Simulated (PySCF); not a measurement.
# CH3, SMILES `[CH3]` (charge 0, multiplicity 2)

Calculation: TPSSh-D3(BJ)/def2-TZVP // PBE-D3(BJ)/def2-SVP run with PySCF.

| Property | Result |
|---|---|
| highest occupied spin orbital | -6.06 eV |
| dipole moment | 0.00 D |
| total energy | -39.8610 Ha |
| cost | about 40 core-seconds (a rough figure) |

Bonded distances (Å): C1–H2 1.098, C1–H3 1.098, C1–H4 1.098. Angles (°): H2–C1–H3 120.0, H2–C1–H4 120.0, H3–C1–H4 120.0.
Charge 0, spin multiplicity 2.
